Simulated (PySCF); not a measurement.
Difluorophosphine, F2HP.
Z-matrix (Å and degrees, PBE0-D3(BJ)/def2-SVP geometry), rows numbered from 1:
```
F 
P   1  1.6093
F   2  1.6096  1   99.36
H   2  1.4420  1   95.64  3    96.67
```

Computed, not measured: PBE0-D3(BJ)/def2-SVP geometry optimisation, gas phase (PySCF).

Take the most abundant isotopes and a rigid rotor. 

Task: Give the principal moments of inertia and the rotational constants in MHz.

Result: Ia = 21.15, Ib = 59.16, Ic = 76.42 u·Å²; 505379 MHz·u·Å²/I gives A = 23896, B = 8543, C = 6613 MHz.

Task: Classify the top.

Result: An asymmetric top. Ray's parameter κ = (2B − A − C)/(A − C) = -0.777; −1 is the prolate and +1 the oblate limit.

Task: What does the inertial defect say?

Result: Not planar: Δ = Ic − Ia − Ib = -3.89 u·Å². For a rigid frame Δ = −2 Σ m c², so Σ m c² = 1.94 u·Å² lies off the ab plane: 1.84 from hydrogen and 0.11 from heavier atoms. The atom farthest from that plane is 1.35 Å away.

Task: Give the other two planar moments, Paa and Pbb, and the rms extents of the mass along the axes.

Result: Paa = Σ m a² = (Ib + Ic − Ia)/2 = 57.21 and Pbb = Σ m b² = (Ia + Ic − Ib)/2 = 19.20 u·Å². With the mass M = 69.98 u, the rms extents √(P/M) along a, b and c are 0.90, 0.52, 0.17 Å.

Task: Give the coordinates in the principal-axis frame, origin at the centre of mass.

Result: The sense of each axis is arbitrary; atoms in the order of the calculation.
| atom | mass (u) | a (Å) | b (Å) | c (Å) |
| --- | --- | --- | --- | --- |
| F1 | 18.998 | 1.227 | 0.480 | -0.011 |
| P2 | 30.974 | 0.000 | -0.560 | 0.057 |
| F3 | 18.998 | -1.227 | 0.479 | -0.011 |
| H4 | 1.008 | 0.000 | -0.871 | -1.351 |

Task: Which lines would a microwave search look for?

Result: The dipole components are |μa| = 0.00 D, |μb| = 1.49 D, |μc| = 0.50 D; the mirror of this Cs structure is the bc plane, so μa vanishes by symmetry and there are no a-type lines. Intensities carry the squares of the components, which stand as 1.00 : 0.11 (b : c). Some lines, for components of 0.1 D or more:

```
type  branch         J(Ka,Kc)     MHz  lower level (cm⁻¹)
   c       Q  2(1,2) ← 2(0,2)   13595               1.511
   b       Q  1(1,0) ← 1(0,1)   17283               0.506
   b       Q  3(1,2) ← 3(0,3)   22840               3.005
   b       R  1(1,1) ← 0(0,0)   30510               0.000
   b       R  3(0,3) ← 2(1,2)   31200               1.964
   c       Q  3(2,2) ← 3(1,2)   43278               3.767
   b       Q  3(2,1) ← 3(1,2)   44123               3.767
   c       R  2(1,1) ← 1(0,1)   49525               0.506
   b       R  2(2,1) ← 1(1,0)   78303               1.082
   c       R  2(2,0) ← 1(1,0)   78473               1.082
   b       R  2(2,0) ← 1(1,1)   80403               1.018
   b       R  3(2,2) ← 2(1,1)   91529               2.158
   c       R  3(2,1) ← 2(1,1)   92374               2.158
   b       R  3(2,1) ← 2(1,2)   98163               1.964
   c       R  3(3,1) ← 2(2,1)  127163               3.694
```

No PBE0-D3(BJ)/def2-SVP frequencies stand behind this structure, so it isn't proved a minimum. These are rigid-rotor constants of the computed structure; measured ground-state constants (B0) also hold zero-point vibration.
